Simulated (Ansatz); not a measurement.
Input file:

```yaml
crystal:
  periodic: [false, false, false]
  atoms:
    - {symbol: Ge, position_ang: [0.000000, 0.000000, 0.000000]}
    - {symbol: N, position_ang: [0.000000, 0.000000, 6.577000]}
basis:
  gaussian: {orbitals: cc-pVDZ}
total_charge: 1
magnetization: {spin_polarized: false, initial_magnetization: 2}
correlation: {method: fci, electrons: outside_noble_gas}
```

```sh
$ ansatz run in.yaml --threads 2 --pin off --events-out ev --progress --plain --max-ram 24576MiB --backend cuda --devices 0, --max-vram 18GiB
```

The program prints:

```
700 factors; integrals over basis functions are off by at most 3.5e-8 eV
mean field evaluation 1: about -57926.4374 eV, gradient 3.5e1 eV
mean field evaluation 2: about -57926.4750 eV, gradient 3.5e1 eV
mean field evaluation 4: about -57927.7755 eV, gradient 2.7e1 eV
mean field evaluation 8: about -57927.7757 eV, gradient 2.7e1 eV
mean field evaluation 16: about -57937.7534 eV, gradient 2.2e-6 eV
mean field evaluation 32: about -57940.2223 eV, gradient 1.2e-5 eV
mean field evaluation 64: about -57938.4925 eV, gradient 2.1e1 eV
mean field evaluation 96: about -57940.1788 eV, gradient 6.0e-3 eV
mean field evaluation 128: about -57940.2202 eV, gradient 3.5e-2 eV
mean field evaluation 160: about -57940.2084 eV, gradient 1.6e-1 eV
mean field evaluation 192: about -57940.1991 eV, gradient 2.1e-1 eV
mean field evaluation 224: about -57940.2181 eV, gradient 2.3e-2 eV
mean field evaluation 256: about -57940.2098 eV, gradient 2.1e-1 eV
mean field evaluation 288: about -57940.2223 eV, gradient 2.5e-3 eV
mean field evaluation 320: about -57940.2223 eV, gradient 5.3e-3 eV
mean field evaluation 352: about -57940.1743 eV, gradient 3.7e-1 eV
mean field evaluation 384: about -57940.1980 eV, gradient 1.0e-2 eV
mean field evaluation 416: about -57939.6539 eV, gradient 1.1e1 eV
mean field evaluation 448: about -57940.1947 eV, gradient 4.3e-1 eV
mean field evaluation 480: about -57940.1980 eV, gradient 2.0e-3 eV
mean field evaluation 512: about -57940.1980 eV, gradient 1.5e-6 eV
mean field evaluation 544: about -57934.6564 eV, gradient 3.1e0 eV
mean field -57940.22234264 eV, -2129.2638977989 hartree, gradient 6.0e-7 eV, S^2 2.000000; 29 other end points of the search recorded, 0 dependent functions left out
mean field evaluation 576: about -57769.5414 eV, gradient 5.2e1 eV
mean field evaluation 608: about -57944.1806 eV, gradient 4.3e-1 eV
mean field evaluation 640: about -57944.1826 eV, gradient 4.4e-3 eV
determinant -57940.22234264 eV, -2129.2638977989 hartree, with singles and doubles -57944.74045815 eV, -2129.4299354814 hartree
determinant -57940.22189741 eV, -2129.2638814370 hartree, with singles and doubles -57944.74018701 eV, -2129.4299255172 hartree
determinant -57940.21753201 eV, -2129.2637210112 hartree, with singles and doubles -57944.74509922 eV, -2129.4301060375 hartree
determinant -57940.19801392 eV, -2129.2630037347 hartree, with singles and doubles -57944.73342304 eV, -2129.4296769459 hartree
determinant -57940.19731087 eV, -2129.2629778982 hartree, with singles and doubles -57944.73335847 eV, -2129.4296745727 hartree
determinant -57940.19706853 eV, -2129.2629689925 hartree, with singles and doubles -57944.73289241 eV, -2129.4296574455 hartree
determinant -57940.17877065 eV, -2129.2622965575 hartree, with singles and doubles -57944.72194082 eV, -2129.4292549818 hartree
determinant -57937.75338496 eV, -2129.1731652777 hartree, with singles and doubles -57945.43548479 eV, -2129.4554772393 hartree
determinant -57937.75338496 eV, -2129.1731652777 hartree, with singles and doubles -57947.80763620 eV, -2129.5426521955 hartree
unrestricted determinant -57944.18284726 eV, -2129.4094436590 hartree, S^2 3.0133
15 core orbitals not correlated: weight in the atoms' cores, before any rotation towards them, 1.000 or more for the frozen orbitals, at most 0.000 for the correlated occupied ones
reference -57940.22234264 eV, -2129.2638977989 hartree; 5, 3 occupied and 21, 23 virtual orbitals, 700 factors
state -57947.84908726 eV, -2129.5441754939 hartree
15 core orbitals not correlated: weight in the atoms' cores, before any rotation towards them, 1.000 or more for the frozen orbitals, at most 0.000 for the correlated occupied ones
state -57947.84879677 eV, -2129.5441648188 hartree
Total energy: -57947.84908726 eV, -2129.5441754939 hartree
```

Ran on 2 threads of AMD EPYC 7R13 with a shared H100 80 GB, shared host: 40 s wall, 0.79 GiB peak host memory.
